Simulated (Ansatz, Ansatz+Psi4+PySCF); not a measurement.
```xyz
3

B     0.0000    0.0000    0.0000
O     0.0000    1.3150    0.0000
O     0.0000   -1.2150    0.0000
```

Basis set: cc-pVTZ (spherical functions). Correlated methods keep 3 orbitals frozen. Correlation on ROHF uses semicanonical orbitals with singles. Charge 0, multiplicity 2.

Computed with Ansatz (development build ahead of 0.2.0); each method stands on the lowest determinant of its kind that the runs found.

(1) Give the atomization energy at this shape (free ground-state atoms in the same class of orbitals less the molecule, no zero-point energy) of doublet BO2 by UHF-MP2, ROHF-MP2.

## Answers

(1)

```tsv
method	atomization energy
UHF-MP2	14.10 eV
ROHF-MP2	14.07 eV
```
